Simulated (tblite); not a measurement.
C₂H₃F₂ (doublet state).
SMILES: `C[C](F)F`

All values are computed: GFN2-xTB (tblite) harmonic vibrations without scaling, gas phase. This tight-binding method is rough: wavenumbers can miss measured ones by several per cent, in bad cases by 10 to 20. Open shells enter through the occupations alone, without spin polarisation, and single modes of such species can be off by tens of per cent.

Harmonic wavenumbers (cm⁻¹): 117.1, 340.3, 371.1, 451.0, 864.1, 969.4, 1044.9, 1192.2, 1270.5, 1375.8, 1433.8, 1434.7, 2893.3, 3045.2, 3053.7.

A = 10209, B = 8928, C = 4999 MHz; mass 65.020 u (most abundant isotopes); point group Cs, symmetry number 1; spin multiplicity 2.

Q: What is the zero-point energy?

A: Half the sum of the wavenumbers: 9929 cm⁻¹ = 118.77 kJ/mol.

Q: Give the ideal-gas entropy at 500 K and 1 bar in the rigid-rotor, harmonic-oscillator model (classical rotation).

A: Translation 171.67, rotation 107.16, vibration 51.93, spin (R ln 2) 5.76: S = 336.5 J/(mol K).

Q: And Cp and H(500 K) − H(0)?

A: Cp = 91.75 J/(mol K), of which vibrations give 58.49 (their classical limit is 15 R = 124.7); H(500 K) − H(0) = 31.06 kJ/mol without the zero-point energy, 14.43 from vibrations.

Q: What must be added to the electronic energy to get the Gibbs energy at 500 K and 1 bar?

A: ZPE + [H(500 K) − H(0)] − T·S = 118.77 + 31.06 − 168.26 = -18.43 kJ/mol.

Q: Which modes carry the vibrational entropy at 500 K?

A: 117.1 cm⁻¹: 17.40; 340.3 cm⁻¹: 8.81; 371.1 cm⁻¹: 8.15; 451.0 cm⁻¹: 6.71; 864.1 cm⁻¹: 2.60; 969.4 cm⁻¹: 2.05 J/(mol K); the other 9 give 6.21 together.

Q: Blend soft modes into free rotors: weight 1/[1 + (100 cm⁻¹/ν̃)⁴] for the oscillator and the rest for a rotor with moment μB/(μ + B), μ = h/(8π²ν), B = 10⁻⁴⁴ kg m². What vibrational entropy results?

A: 50.56 J/(mol K) in place of 51.93, which changes −T·S at 500 K by +0.68 kJ/mol.

Hindered rotation and anharmonicity are outside this model.

The run took under 0.1 s of wall time on Arm Neoverse V1, one thread, shared host. This covers the Hessian and the dipole derivatives.
